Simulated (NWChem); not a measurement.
Everything below was run with NWChem. System: CH, charge 0, spin multiplicity 2, at a geometry optimised with UPBE0/def2-SVP. The structure started from a generated list of species. Its SCF solution wasn't tested for a lower state. Level: UHF/cc-pVQZ.

Output (cleaned and shortened):

```
             Northwest Computational Chemistry Package (NWChem) 7.3.0
             --------------------------------------------------------

                                NWChem Input Module
                                -------------------

 Scaling coordinates for geometry "geometry" by  1.889725989
 (inverse scale =  0.529177249)

 Turning off AUTOSYM since
 SYMMETRY directive was detected!

                             Geometry "geometry" -> ""
                             -------------------------

 Output coordinates in angstroms (scale by  1.889725989 to convert to a.u.)

  No.       Tag          Charge          X              Y              Z
 ---- ---------------- ---------- -------------- -------------- --------------
    1 C                    6.0000     0.00000000     0.00000000     0.16203700
    2 H                    1.0000     0.00000000     0.00000000    -0.97222400

 Effective nuclear repulsion energy (a.u.)       2.7992353559

            Nuclear Dipole moment (a.u.)
            ----------------------------
        X                 Y               Z
 ---------------- ---------------- ----------------
     0.0000000000     0.0000000000    -0.0000037795

      Symmetry information
      --------------------

 Group name             C2v
 Group number             16
 Group order               4
 No. of unique centers     2

      Symmetry unique atoms

     1    2


 Summary of "ao basis" -> "" (spherical)
 ------------------------------------------------------------------------------
       Tag                 Description            Shells   Functions and Types
 ---------------- ------------------------------  ------  ---------------------
 *                          cc-pvqz                   on all atoms

 Summary of "ao basis" -> "ao basis" (spherical)
 ------------------------------------------------------------------------------
       Tag                 Description            Shells   Functions and Types
 ---------------- ------------------------------  ------  ---------------------
 C                          cc-pvqz                 15       55   5s4p3d2f1g
 H                          cc-pvqz                 10       30   4s3p2d1f

                                 NWChem SCF Module
                                 -----------------

  ao basis        = "ao basis"
  functions       =    85
  atoms           =     2
  alpha electrons =     4
  beta  electrons =     3
  charge          =   0.00
  wavefunction    = UHF
  use symmetry    = T
  symmetry adapt  = T

 Summary of "ao basis" -> "ao basis" (spherical)
 ------------------------------------------------------------------------------
       Tag                 Description            Shells   Functions and Types
 ---------------- ------------------------------  ------  ---------------------
 C                          cc-pvqz                 15       55   5s4p3d2f1g
 H                          cc-pvqz                 10       30   4s3p2d1f

      Symmetry analysis of basis
      --------------------------

        a1         35
        a2         10
        b1         20
        b2         20

 Forming initial guess at       0.0s

   Symmetry analysis of molecular orbitals - initial alpha
   -------------------------------------------------------

  Numbering of irreducible representations:

     1 a1          2 a2          3 b1          4 b2

  Orbital symmetries:

     1 a1          2 a1          3 a1          4 b1          5 b2
     6 a1          7 b1          8 a1          9 b2         10 a1
    11 a1         12 b1         13 b2         14 a2

   Symmetry analysis of molecular orbitals - initial beta
   ------------------------------------------------------

  Numbering of irreducible representations:

     1 a1          2 a2          3 b1          4 b2

  Orbital symmetries:

     1 a1          2 a1          3 a1          4 b2          5 b1
     6 a1          7 a1          8 b2          9 a1         10 b1
    11 a1         12 b2         13 b1         14 a2

 Starting SCF solution at       0.1s

 ----------------------------------------------
         Quadratically convergent UHF

 Convergence threshold     :          1.000E-07
 Maximum no. of iterations :          100
[...]
   Bfn.  Coefficient  Atom+Function         Bfn.  Coefficient  Atom+Function
  ----- ------------  ---------------      ----- ------------  ---------------
     4      0.310209  1 C  s                 14      0.280501  1 C  pz
     5      0.276667  1 C  s                 58     -0.256404  2 H  s
    11      0.241367  1 C  pz                 2      0.152373  1 C  s

 Vector    4  Occ=1.000000D+00  E=-4.252563D-01  Symmetry=b1
              MO Center= -2.7D-15,  3.6D-16,  1.2D-01, r^2= 1.1D+00
   Bfn.  Coefficient  Atom+Function         Bfn.  Coefficient  Atom+Function
  ----- ------------  ---------------      ----- ------------  ---------------
    12      0.455742  1 C  px                 9      0.333703  1 C  px
    15      0.256790  1 C  px                 6      0.165893  1 C  px

 Vector    5  Occ=0.000000D+00  E= 3.344251D-02  Symmetry=b2
              MO Center=  8.1D-17,  2.8D-14,  1.0D-01, r^2= 2.0D+00
   Bfn.  Coefficient  Atom+Function         Bfn.  Coefficient  Atom+Function
  ----- ------------  ---------------      ----- ------------  ---------------
    16      0.618653  1 C  py                13      0.250877  1 C  py
    10      0.242397  1 C  py

 Vector    6  Occ=0.000000D+00  E= 1.355712D-01  Symmetry=a1
              MO Center= -2.1D-15, -2.3D-14, -1.5D+00, r^2= 4.1D+00
   Bfn.  Coefficient  Atom+Function         Bfn.  Coefficient  Atom+Function
  ----- ------------  ---------------      ----- ------------  ---------------
    59      3.109249  2 H  s                  5     -2.354745  1 C  s
    17      1.291675  1 C  pz                58      0.500113  2 H  s
    14      0.473511  1 C  pz                68      0.452059  2 H  pz
     4     -0.356638  1 C  s                 30     -0.268106  1 C  d  0

 Vector    7  Occ=0.000000D+00  E= 3.172328D-01  Symmetry=a1
              MO Center= -6.6D-16,  2.4D-16,  7.9D-01, r^2= 4.4D+00
   Bfn.  Coefficient  Atom+Function         Bfn.  Coefficient  Atom+Function
  ----- ------------  ---------------      ----- ------------  ---------------
    58      3.785110  2 H  s                  5     -2.844197  1 C  s
    17      2.689988  1 C  pz                59      1.489172  2 H  s
     4     -1.426021  1 C  s                 68      1.083905  2 H  pz
    14      1.059028  1 C  pz                30     -0.787462  1 C  d  0
     3      0.202298  1 C  s                 65      0.187400  2 H  pz

                     UHF Final Beta Molecular Orbital Analysis
                     -----------------------------------------

 Vector    2  Occ=1.000000D+00  E=-7.802500D-01  Symmetry=a1
              MO Center=  3.0D-15,  2.8D-16, -3.6D-01, r^2= 7.8D-01
   Bfn.  Coefficient  Atom+Function         Bfn.  Coefficient  Atom+Function
  ----- ------------  ---------------      ----- ------------  ---------------
     4      0.409859  1 C  s                  2      0.267945  1 C  s
     3      0.213167  1 C  s                 58      0.204672  2 H  s
    57      0.153681  2 H  s

 Vector    3  Occ=1.000000D+00  E=-4.343827D-01  Symmetry=a1
              MO Center=  8.3D-16, -4.5D-16,  3.1D-01, r^2= 1.2D+00
   Bfn.  Coefficient  Atom+Function         Bfn.  Coefficient  Atom+Function
  ----- ------------  ---------------      ----- ------------  ---------------
     4      0.335482  1 C  s                  5      0.329323  1 C  s
    14      0.261734  1 C  pz                58     -0.247150  2 H  s
    11      0.226349  1 C  pz                 2      0.176134  1 C  s
    17      0.155058  1 C  pz

 Vector    4  Occ=0.000000D+00  E= 5.100663D-02  Symmetry=b2
              MO Center=  3.7D-16, -2.9D-14,  1.1D-01, r^2= 2.1D+00
   Bfn.  Coefficient  Atom+Function         Bfn.  Coefficient  Atom+Function
  ----- ------------  ---------------      ----- ------------  ---------------
    16      0.662211  1 C  py                10      0.232550  1 C  py
    13      0.214875  1 C  py

 Vector    5  Occ=0.000000D+00  E= 9.963313D-02  Symmetry=b1
              MO Center= -1.2D-13, -1.1D-15,  1.0D-01, r^2= 2.4D+00
   Bfn.  Coefficient  Atom+Function         Bfn.  Coefficient  Atom+Function
  ----- ------------  ---------------      ----- ------------  ---------------
    15      0.757919  1 C  px                 9      0.219414  1 C  px

 Vector    6  Occ=0.000000D+00  E= 1.418621D-01  Symmetry=a1
              MO Center=  9.1D-14,  3.4D-15, -1.5D+00, r^2= 4.1D+00
   Bfn.  Coefficient  Atom+Function         Bfn.  Coefficient  Atom+Function
  ----- ------------  ---------------      ----- ------------  ---------------
    59      3.206279  2 H  s                  5     -2.506079  1 C  s
    17      1.342246  1 C  pz                58      0.533025  2 H  s
    14      0.495585  1 C  pz                68      0.479161  2 H  pz
     4     -0.342147  1 C  s                 30     -0.286505  1 C  d  0

 center of mass
 --------------
 x =   0.00000000 y =   0.00000000 z =   0.14013511

 moments of inertia (a.u.)
 ------------------
           4.271548666514           0.000000000000           0.000000000000
           0.000000000000           4.271548666514           0.000000000000
           0.000000000000           0.000000000000           0.000000000000

  Mulliken analysis of the total density
  --------------------------------------

    Atom       Charge   Shell Charges
 -----------   ------   -------------------------------------------------------
    1 C    6     6.06   1.99 -0.03  0.40  1.03  0.47  0.20  0.66  0.94  0.38  0.00  0.01  0.02  0.00  0.00  0.00
    2 H    1     0.94   0.07  0.30  0.48  0.06  0.00  0.01  0.01  0.00  0.00  0.00

  Mulliken analysis of the alpha density
  --------------------------------------

    Atom       Charge   Shell Charges
 -----------   ------   -------------------------------------------------------
    1 C    6     3.55   0.99 -0.01  0.21  0.54  0.22  0.14  0.48  0.69  0.28  0.00  0.01  0.01  0.00 -0.00 -0.00
    2 H    1     0.45   0.03  0.14  0.22  0.03  0.00  0.01  0.01  0.00  0.00  0.00

   Mulliken analysis of the beta density
   -------------------------------------

    Atom       Charge   Shell Charges
 -----------   ------   -------------------------------------------------------
    1 C    6     2.50   0.99 -0.01  0.19  0.49  0.25  0.05  0.18  0.25  0.11  0.00  0.01  0.01  0.00  0.00  0.00
    2 H    1     0.50   0.03  0.16  0.26  0.04  0.00  0.01  0.00  0.00  0.00  0.00

   Mulliken analysis of the spin density
   -------------------------------------

    Atom       Charge   Shell Charges
 -----------   ------   -------------------------------------------------------
    1 C    6     1.05  -0.00  0.00  0.02  0.05 -0.02  0.09  0.30  0.45  0.17  0.00  0.00  0.00 -0.00 -0.00 -0.00
    2 H    1    -0.05  -0.00 -0.02 -0.03 -0.01  0.00  0.00  0.01  0.00  0.00  0.00

       Multipole analysis of the density wrt the origin
       ------------------------------------------------

     L   x y z        total         alpha         beta         nuclear
     -   - - -        -----         -----         ----         -------
     0   0 0 0     -0.000000     -4.000000     -3.000000      7.000000

     1   1 0 0     -0.000000     -0.000000     -0.000000      0.000000
     1   0 1 0      0.000000      0.000000      0.000000      0.000000
     1   0 0 1     -0.615963     -0.409800     -0.206158     -0.000004

     2   2 0 0     -5.731361     -4.066863     -1.664498      0.000000
     2   1 1 0     -0.000000     -0.000000      0.000000      0.000000
     2   1 0 1      0.000000      0.000000     -0.000000      0.000000
     2   0 2 0     -4.186959     -2.399767     -1.787192      0.000000
     2   0 1 1      0.000000      0.000000      0.000000      0.000000
     2   0 0 2     -5.756247     -5.066864     -4.627394      3.938011

 Task  times  cpu:        0.7s     wall:        0.7s

 Total times  cpu:        0.7s     wall:        0.7s
```

Q: Write an NWChem input that would produce this output.

A: This is not unique; one that fits is 
```
start mol
memory heap 200 mb stack 900 mb global 1100 mb
geometry units angstroms nocenter noautoz
  C      0.000000     0.000000     0.162037
  H      0.000000     0.000000    -0.972224
  symmetry group C2v
end
basis spherical
  * library cc-pvqz
end
scf
  uhf
  nopen 1
  maxiter 100
  thresh 1e-7
  semidirect memsize 60000000 filesize 0
  # guess.movecs holds the orbitals of an unrestricted PBE0 run
  vectors input guess.movecs output mol.movecs
end
task scf energy
```
